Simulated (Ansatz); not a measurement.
# hcp Cd

Computed with LDA in Ansatz (plane waves, PAW).

Numerical settings: plane-wave cutoff 520 eV, 16×16×10 k mesh (along the axes of the cell as run), Fermi–Dirac smearing 0.1 eV, perturbation theory, force constants from a 4×4×2 q mesh, scalar-relativistic PAW data made under PBE.

Cell: relaxed at this level.

```json
{
 "zero_point_energy": "0.016 eV/atom"
}
```

It cost around 17 core-minutes (rough) of CPU time.

Ansatz is an electronic-structure program.
